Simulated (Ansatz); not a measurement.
`CSC1C=N1` → `CC1=C(N)S1`  (isomerisation)

Program: Ansatz. Geometries: PBE0-D4/def2-TZVP. ΔE: electronic, gas phase. CCSD(T)/CBS adds triple-zeta CCSD(T) − MP2 to the extrapolated MP2 energy (def2 sets, frozen cores). DFT in def2-TZVPP. B3LYP here is the variant with VWN-RPA as its local correlation; programs differ in this. Each species was taken in one conformer, which may not be the lowest.

```csv
level,ΔE (kcal/mol)
PBE-D4,-3.8
B3LYP-D4,-3.2
SCS-MP2/def2-QZVPP,-0.1
MP2/CBS(def2),-2.8
```

Question: What does CCSD(T)/CBS give? (Estimate.)

Answer: Computed: -0.7 kcal/mol. The listed levels differ from it by -3.1, -2.5, 0.6, -2.1 kcal/mol.

Largest T1 diagnostic among the species: 0.012.

CCSD(T)/CBS has its own doubt, a few kJ/mol and more with outer-core shells, so smaller differences from it don't rank the levels.
